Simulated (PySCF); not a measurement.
**Potential energy of AlP along the bond**

Set-up: basis Al def2-TZVPPD, P def2-TZVPPD; no relativity; PySCF 2.14. Energies in eV from Al + P in their ground configurations at the same level. State: ³Π (triplet), unpaired electrons σ ↑, π ↑.

Curves on a restricted Hartree–Fock reference rise too fast on stretching and do not dissociate correctly.

```
R (Å)     ROHF    MN15
1.905   0.2598  -1.588
1.994  -0.2286  -2.065
2.082  -0.4757  -2.315
2.148  -0.5544  -2.397
2.215  -0.5828  -2.413
2.281  -0.5842  -2.382
2.370  -0.5447  -2.291
2.481  -0.4401  -2.126
2.614  -0.2602  -1.895
2.791   0.0293  -1.574
```

Put a parabola through the three lowest points of the MN15 curve and estimate Re, k and ωe (reduced mass 14.42 u; 1 eV/Å² = 0.16022 mdyn/Å; ωe = 1302.8·√(k/μ) cm⁻¹).

Through R = 2.148, 2.215, 2.281 Å the second-order coefficient is 5.33 eV/Å², so Re ≈ 2.204 Å, k ≈ 1.71 mdyn/Å and ωe ≈ 448 cm⁻¹. A polynomial fit of higher order to the unrounded MN15 energies gives Re = 2.202 Å, k = 1.83 mdyn/Å, ωe = 464 cm⁻¹; anharmonicity and rounding make the difference.

The higher-order fit for each curve: MN15: Re = 2.202 Å, ωe = 464 cm⁻¹, De = 2.41 eV. ROHF gives no reliable minimum on this grid.

The state is the lowest determinant that a PBE0 search found; another state may lie lower at other levels.
